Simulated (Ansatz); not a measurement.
Gas-phase electronic energies from Ansatz, PBE0-D4/def2-TZVP geometries. CCSD(T)/CBS is the MP2 limit (def2-TZVPP, def2-QZVPP) plus CCSD(T) − MP2 in def2-TZVPP, frozen cores. This one scheme is used for every species. Functionals use def2-TZVPP. HSE06 is defined as in plane-wave codes. Each species was taken in one conformer, which may not be the lowest.

Consider the hydrogenolysis of a C–S bond: `CNC(S)S` + H₂ → `CNCS` + H₂S.

Question: Is it downhill or uphill in electronic energy at CCSD(T)/CBS, and by how much? (Estimate.)

Answer: The calculation gave: Downhill: ΔE = -0.62 eV.

Question: What do these levels give: ωB97M-V, r2SCAN, PBE0, HSE06, LC-ωPBE, CCSD/CBS(def2)? (Best estimate.)

Answer: Computed: ωB97M-V -0.64, r2SCAN -0.60, PBE0 -0.70, HSE06 -0.70, LC-ωPBE -0.75, CCSD/CBS(def2) -0.72 eV.

Largest T1 diagnostic among the species: 0.011.

From BLYP to BHLYP (50 % exact exchange), in def2-TZVPP and without D4, ΔE moves by −0.13 eV. In def2-TZVPP, CCSD(T) changes the Hartree–Fock value by +0.39 eV (the triples alone add +0.10 eV) and MP2 by +0.50 eV. The D4 term adds +0.18 eV with B3LYP and +0.09 eV with PBE0; it sums over pairs of atoms, weighted by their polarisabilities, and B3LYP, whose exchange is more repulsive, gets the larger term.

B3LYP here is the variant with VWN-RPA as its local correlation; programs differ in this.
